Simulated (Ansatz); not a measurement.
# AlMgH₃ (singlet): wave-function methods side by side at distance Mg2–H5 = 1.382 Å, 6-31G

An exercise on one series of results from a longer session: the logs are not shown, and one member is left open.

Method: 6-31G, core rule «outside noble gas», up to 10 orbitals frozen; program: Ansatz 0.2.0, Gaussian basis.

To be run: UHF; CCSD(T) on RHF; BCCD(T) on RHF; CISD; CCSDT(Q) on RHF; CCSDTQ on RHF; CASSCF and MRCISD+Q, 2 electrons in 2 orbitals; CASSCF and NEVPT2, 2 electrons in 2 orbitals; CASSCF and MRCISD+Q, 8 electrons in 11 orbitals; CASSCF and NEVPT2, 8 electrons in 11 orbitals; Full CI.

28 further runs of the same task are left out: 1 for a known fault of the program, 17 that didn't finish, 10 set aside as unsound or not needed. Runs told in other sessions of the task aren't counted.

## What is computed

The geometry derives from a PBE0/def2-TZVP stationary point (not a proven minimum). One bond is set to the value named and the two fragments are kept rigid.

5 atoms, charge 0, spin multiplicity 1.

Atoms are counted from 1 here; the program's logs count them from 0.

Bond lengths: Al1–H3 1.602 Å, Al1–H4 1.602 Å, Mg2–H5 1.382 Å. Angles: H3–Al1–H4 113.1°.

Set-up of the first run:

in.yaml

```yaml
crystal:
  periodic: [false, false, false]
  atoms:
    - {symbol: Al, position_ang: [0.000000, 0.000000, 1.270387]}
    - {symbol: Mg, position_ang: [0.000000, 0.000000, -1.470575]}
    - {symbol: H, position_ang: [0.000000, 1.336907, 2.153176]}
    - {symbol: H, position_ang: [0.000000, -1.336907, 2.153176]}
    - {symbol: H, position_ang: [0.000000, 0.000000, -2.852575]}
basis:
  gaussian: {orbitals: 6-31G}
magnetization: {spin_polarized: true, initial_magnetization: 0}
hamiltonian: {xc: hf}
output: {orbitals: {seedname: orbitals}}
```

Run with:

```bash
> ansatz run in.yaml --threads 1 --pin off --events-out ev --progress --plain --max-ram 2393MiB
```

Among the steps run: UHF; CCSD(T) on RHF; BCCD(T) on RHF; CISD; CCSDT(Q) on RHF; CCSDTQ on RHF; CASSCF and MRCISD+Q, 2 electrons in 2 orbitals; CASSCF and NEVPT2, 2 electrons in 2 orbitals; CASSCF and MRCISD+Q, 8 electrons in 11 orbitals; CASSCF and NEVPT2, 8 electrons in 11 orbitals; Full CI.

One of the session's tables, all rows but one given; the rest of the session is left out.

```
          method  from FCI (kJ/mol)
             RHF             +209.8
            RMP2              +65.1
            CISD              +13.8
           RCCSD               +4.5
        RCCSD(T)               +1.6
         BCCD(T)               +1.5
          RCCSDT               +0.2
       RCCSDT(Q)               +0.1
         RCCSDTQ                0.0
  CASSCF valence              +43.5
  NEVPT2 valence              +14.6
  MRCISD valence               +1.4
MRCISD+Q valence                  ?
             FCI                  0
```

**Question.** Estimate the row for MRCISD+Q valence.

As computed: from FCI (kJ/mol): +0.8. In the column «from FCI (kJ/mol)» it lies between RCCSDT (+0.2) and MRCISD valence (+1.4).

Not comparable, so not listed: CASSCF and MRCISD+Q, 2 electrons in 2 orbitals (they don't share determinant, frozen orbitals or solution with the rows shown, or repeat one).

Limits of these values: Left out of the table: CASSCF pair, NEVPT2 pair (the active space lost an orbital or holds another state than full CI finds). Warnings in the runs' records: passed over end.
